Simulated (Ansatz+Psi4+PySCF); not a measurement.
**doublet BeH: levels of theory in one basis**

```yaml
atoms:
  - { symbol: Be, position_ang: [0.0000, 0.0000, 0.2697] }
  - { symbol: H, position_ang: [0.0000, 0.0000, -1.0786] }
```

Basis set: cc-pVTZ on H; cc-pCVTZ on Be (spherical functions). All electrons are correlated. Correlation on ROHF uses semicanonical orbitals with singles. Charge 0, multiplicity 2.

Computed with Ansatz (development build ahead of 0.2.0) and Psi4 1.11; each method stands on the lowest determinant of its kind that the runs found.

| method | E − E(ROHF) (eV) | <S²> of the determinant |
| --- | --- | --- |
| ROHF | 0.00 | 0.75 |
| UHF | -0.01 | 0.75 |
| ROHF-MP2 | -2.01 | – |
| UHF-MP2 | -2.02 | 0.75 |
| ROHF-CCSD | -2.37 | – |
| UHF-CCSD | -2.38 | 0.75 |
| ROHF-CCSD(T) | -2.39 | – |
